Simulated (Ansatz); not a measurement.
# Scan of [Br···H···Br], doublet

Starting geometry:

```yaml
atoms:
  - { symbol: Br, position_ang: [0.0000, 0.0000, -1.6132] }
  - { symbol: H, position_ang: [0.0000, 0.0000, -0.1926] }
  - { symbol: Br, position_ang: [0.0000, 0.0000, 1.8058] }
```

From there H2 is moved from one fragment to the other while all else, the fragments' distance too, stays fixed, so the hump isn't the reaction's barrier; atoms are numbered as listed. Energies are in eV, counted from the starting geometry at the same level. Kohn–Sham curves are unrestricted where that lies lower.

Basis cc-pVTZ; Ansatz 0.2.0. Correlated methods freeze the noble-gas cores and the filled d shells of p-block atoms. Prefix R: restricted or restricted open-shell reference; prefix U: unrestricted. No spin–orbit coupling is included, and no scalar relativity.

Functionals correlate the shells that the reference freezes, so part of their error here is the reference's.

Full CI isn't at hand for all of this; UCCSDT(Q) serves as the reference, and is uncertain by about the last step of the cluster series.

| distance Br1-H2 (Å) | UCCSDT(Q) | B3LYP | wB97M-V | B2PLYP |
| --- | --- | --- | --- | --- |
| 1.421 | 0.000 | 0.000 | 0.000 | 0.000 |
| 1.488 | 0.028 | -0.014 | 0.025 | 0.012 |
| 1.621 | 0.177 | 0.056 | 0.170 | 0.132 |
| 1.755 | 0.210 | 0.074 | 0.203 | 0.160 |
| 1.889 | 0.072 | 0.002 | 0.067 | 0.046 |

Judged by the spread of the error over the points with a reference (largest less smallest), which of these follows UCCSDT(Q) best and which worst?

Subtracting the UCCSDT(Q) column from each: best wB97M-V (errors from -0.007 to 0.000, spread 0.007 eV), worst B3LYP (from -0.136 to 0.000, spread 0.136 eV). Functionals and wave-function methods converge differently with the basis, so part of this is basis effect.
